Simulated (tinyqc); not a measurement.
Worked calculation: MP2 on RHF in the sto-6g basis, frozen core, for H2O, spin multiplicity 1. One step of it, computed by the program tinyqc.

Question. Second-order Moller-Plesset energy. E2 = sum_ijab (ia|jb) [2 (ia|jb) - (ib|ja)] / (e_i + e_j - e_a - e_b) over occupied i, j and virtual a, b; the opposite-spin part is (ia|jb)^2 / denominator, the rest is same-spin, and SCS-MP2 scales them by 6/5 and 1/3.

orbital energies (hartree): [-20.518878, -1.213649, -0.555441, -0.430990, -0.390121, 0.450104, 0.596349]

Two-electron integrals over orbitals (pq|rs), unique and non-zero (hartree); the lowest 1 orbital is frozen and left out:
```
(22|22) 0.726828    (32|22) 0.005609    (32|32) 0.130967    (33|22) 0.616362
(33|32) -0.001681   (33|33) 0.595605    (42|22) -0.024076   (42|32) 0.003909
(42|33) 0.002426    (42|42) 0.129696    (43|22) 0.013199    (43|32) 0.026760
(43|33) 0.008430    (43|42) -0.013687   (43|43) 0.055764    (44|22) 0.665437
(44|32) -0.014662   (44|33) 0.568843    (44|42) -0.093875   (44|43) 0.010948
(44|44) 0.710591    (52|52) 0.150874    (53|52) -0.007093   (53|53) 0.026926
(54|52) -0.042469   (54|53) 0.003671    (54|54) 0.047964    (55|22) 0.756808
(55|32) -0.008951   (55|33) 0.603652    (55|42) -0.077385   (55|43) 0.016870
(55|44) 0.695008    (55|55) 0.880663    (62|22) -0.126100   (62|32) 0.015495
(62|33) -0.064402   (62|42) -0.033370   (62|43) -0.006201   (62|44) -0.063485
(62|55) -0.136738   (62|62) 0.092017    (63|22) 0.041856    (63|32) 0.035152
(63|33) 0.026260    (63|42) -0.015522   (63|43) 0.038756    (63|44) 0.023051
(63|55) 0.046725    (63|62) -0.019953   (63|63) 0.079483    (64|22) -0.127673
(64|32) -0.014670   (64|33) -0.048932   (64|42) 0.044643    (64|43) -0.017259
(64|44) -0.128488   (64|55) -0.146750   (64|62) 0.057488    (64|63) -0.039307
(64|64) 0.099341    (65|52) -0.049852   (65|53) 0.007112    (65|54) -0.005892
(65|65) 0.033442    (66|22) 0.586637    (66|32) -0.036658   (66|33) 0.546774
(66|42) 0.047106    (66|43) -0.028229   (66|44) 0.547742    (66|55) 0.573812
(66|62) -0.086179   (66|63) -0.019224   (66|64) -0.040034   (66|66) 0.598643
(72|22) -0.041671   (72|32) -0.052078   (72|33) -0.011697   (72|42) 0.000837
(72|43) 0.027221    (72|44) -0.027518   (72|55) -0.043702   (72|62) 0.008630
(72|63) 0.023835    (72|64) 0.020317    (72|66) -0.024772   (72|72) 0.071408
(73|22) -0.159541   (73|32) 0.024921    (73|33) -0.086945   (73|42) 0.071888
(73|43) -0.001173   (73|44) -0.143636   (73|55) -0.196272   (73|62) 0.063913
(73|63) -0.013348   (73|64) 0.089735    (73|66) -0.053646   (73|72) 0.026467
(73|73) 0.155549    (74|22) -0.009773   (74|32) 0.068126    (74|33) -0.006169
(74|42) -0.001461   (74|43) 0.009505    (74|44) -0.019186   (74|55) -0.015635
(74|62) 0.015379    (74|63) 0.046748    (74|64) -0.007336   (74|66) -0.034197
(74|72) -0.013586   (74|73) 0.027132    (74|74) 0.064760    (75|52) -0.015383
(75|53) -0.022675   (75|54) 0.001296    (75|65) 0.002529    (75|75) 0.026048
(76|22) 0.003771    (76|32) 0.078061    (76|33) -0.002974   (76|42) 0.012669
(76|43) 0.053550    (76|44) -0.017149   (76|55) -0.005174   (76|62) -0.005275
(76|63) 0.056121    (76|64) -0.019161   (76|66) -0.039948   (76|72) 0.002256
(76|73) 0.029940    (76|74) 0.048504    (76|76) 0.094087    (77|22) 0.614730
(77|32) 0.043546    (77|33) 0.584356    (77|42) -0.017502   (77|43) 0.032767
(77|44) 0.575638    (77|55) 0.611523    (77|62) -0.060517   (77|63) 0.055307
(77|64) -0.062657   (77|66) 0.527374    (77|72) -0.019662   (77|73) -0.082170
(77|74) 0.024658    (77|76) 0.040593    (77|77) 0.622432
```

Hartree-Fock energy = -75.65025238 hartree

Give: Terms; Pair energies; MP2 correlation energy; SCS-MP2 correlation energy; MP2 total energy.

Answer.

Terms:
```
i  j  a  b   (ia|jb)   (ib|ja)  denominator       term
3  3  7  7     0.156     0.156       -2.304     -0.011
4  3  6  7     0.090     0.047       -2.033     -0.006
3  4  7  6     0.090     0.047       -2.033     -0.006
4  4  6  6     0.099     0.099       -1.762     -0.006
3  3  6  6     0.079     0.079       -2.011  -3.14e-03
2  2  6  6     0.092     0.092       -3.328  -2.54e-03
2  3  6  7     0.064     0.024       -2.816  -2.36e-03
3  2  7  6     0.064     0.024       -2.816  -2.36e-03
4  4  7  7     0.065     0.065       -2.055  -2.04e-03
2  2  7  7     0.071     0.071       -3.620  -1.41e-03
2  4  6  6     0.057     0.057       -2.545  -1.30e-03
4  2  6  6     0.057     0.057       -2.545  -1.30e-03
3  4  6  6    -0.039    -0.039       -1.887  -8.19e-04
4  3  6  6    -0.039    -0.039       -1.887  -8.19e-04
5  5  6  6     0.033     0.033       -1.680  -6.66e-04
5  5  7  7     0.026     0.026       -1.973  -3.44e-04
4  3  7  7     0.027     0.027       -2.179  -3.38e-04
3  4  7  7     0.027     0.027       -2.179  -3.38e-04
2  3  7  7     0.026     0.026       -2.962  -2.37e-04
3  2  7  7     0.026     0.026       -2.962  -2.37e-04
2  4  7  6     0.020     0.015       -2.691  -1.91e-04
4  2  6  7     0.020     0.015       -2.691  -1.91e-04
2  3  6  6    -0.020    -0.020       -2.669  -1.49e-04
3  2  6  6    -0.020    -0.020       -2.669  -1.49e-04
2  3  7  6     0.024     0.064       -2.816   1.37e-04
3  2  6  7     0.024     0.064       -2.816   1.37e-04
3  4  6  7     0.047     0.090       -2.033  -8.65e-05
4  3  7  6     0.047     0.090       -2.033  -8.65e-05
3  3  7  6    -0.013    -0.013       -2.157  -8.26e-05
3  3  6  7    -0.013    -0.013       -2.157  -8.26e-05
4  2  7  7    -0.014    -0.014       -2.837  -6.51e-05
2  4  7  7    -0.014    -0.014       -2.837  -6.51e-05
4  2  7  6     0.015     0.020       -2.691  -5.97e-05
2  4  6  7     0.015     0.020       -2.691  -5.97e-05
4  4  6  7    -0.007    -0.007       -1.908  -2.82e-05
4  4  7  6    -0.007    -0.007       -1.908  -2.82e-05
2  2  6  7     0.009     0.009       -3.474  -2.14e-05
2  2  7  6     0.009     0.009       -3.474  -2.14e-05
5  5  6  7  2.53e-03  2.53e-03       -1.827  -3.50e-06
5  5  7  6  2.53e-03  2.53e-03       -1.827  -3.50e-06
```

Pair energies (hartree; pair i-j sums ij and ji):
```
pair  opposite spin  same spin
2-2       -4.00e-03          0
3-2       -4.08e-03  -1.14e-03
3-3          -0.014          0
4-2       -3.21e-03  -1.81e-05
4-3          -0.012  -1.82e-03
4-4          -0.008          0
5-5       -1.02e-03          0
```

MP2 correlation energy = -0.04917 hartree

SCS-MP2 correlation energy = -0.05642 hartree

MP2 total energy = -75.69942 hartree
